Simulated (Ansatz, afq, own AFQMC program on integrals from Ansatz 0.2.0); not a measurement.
Integrals from Ansatz 0.2.0, then the random walk in our own AFQMC program (afq).

```yaml
crystal:
  periodic: [false, false, false]
  atoms:
    - {symbol: Ge, position_ang: [0.000048, 0.000000, 0.354437]}
    - {symbol: C, position_ang: [0.010265, 0.000000, -1.634875]}
    - {symbol: H, position_ang: [-1.051269, -0.000009, -1.923563]}
    - {symbol: H, position_ang: [0.462733, 0.894528, -2.069318]}
    - {symbol: H, position_ang: [0.462748, -0.894520, -2.069318]}
basis:
  gaussian: {orbitals: cc-pVDZ}
total_charge: 1
magnetization: {spin_polarized: false}
correlation: {method: ccsd_t, electrons: outside_noble_gas, hamiltonian_folder: ham}
```

```sh
$ ansatz run in.yaml --threads 1 --pin off --events-out ev --progress --plain --max-ram 1843MiB
```

afq runs on the folder ham with

```
--method free --trial cisd --walkers 60 --time-step 0.03 --max-blocks 80 --target-error 0.00038 --factor-cut 1e-05 --seed 9733 --times 0,0.21,0.42,0.81,1.2,1.8,2.4,3 --taylor-order 8
```

Times are imaginary, in 1/Eh. The walk had a cap of 656 s. Filled inner d shells are frozen with the cores.

afq prints:

```
orbitals 41  electrons 5 5  factors 334 of 589
reference energy -2114.66348588 Eh
CCSD correlation -0.23129865 Eh in 11 cycles, weight of the determinant in the CISD state 0.8824
repeat  energy at the last time / Eh  error
    10  -2114.902041  0.001014
    20  -2114.902445  0.000667
    30  -2114.903597  0.000720
    40  -2114.903236  0.000738
    50  -2114.902901  0.000623
    60  -2114.902270  0.000597
    70  -2114.902385  0.000533
    80  -2114.902271  0.000503
time / (1/Eh)  energy / Eh  error  mean overlap
  0.00  -2114.894129  0.000268  1.1297
  0.21  -2114.897649  0.000292  1.1317
  0.42  -2114.899340  0.000275  1.1262
  0.81  -2114.900755  0.000259  1.1277
  1.20  -2114.901587  0.000304  1.1304
  1.80  -2114.901424  0.000355  1.1408
  2.40  -2114.901894  0.000338  1.1527
  3.00  -2114.902271  0.000503  1.1602
energy -2114.902271 +/- 0.000503 Eh
```

The run passed its tests (error under three times the target), which doesn't prove that it has relaxed.

Against this walk (error 13.7 meV) on the same determinant: CCSD(T) 33.7 meV higher, CCSDT(Q) 4.3 meV higher (within the noise). The error is statistical, and a free projection of finite length keeps a remainder of its start.

Cautions: remainder of the start not in the error; error above the target (13.7 against 10.3 meV); no relativity below Rb; no spin-orbit coupling; inner d shell frozen.

The walk took 2.2 min on 1 thread of Arm Neoverse V1, with other jobs on the host. The log's last line is the free-projection energy.

CCSDT and higher add their correlation energy to the determinant of the CCSD(T) run, since their own runs factorise the integrals more tightly (a shift of under 2 meV). A walk keeps the symmetry of its determinant, which the program's search chose and which needn't be the lowest solution, so a lower state of the same spin and another symmetry isn't excluded.
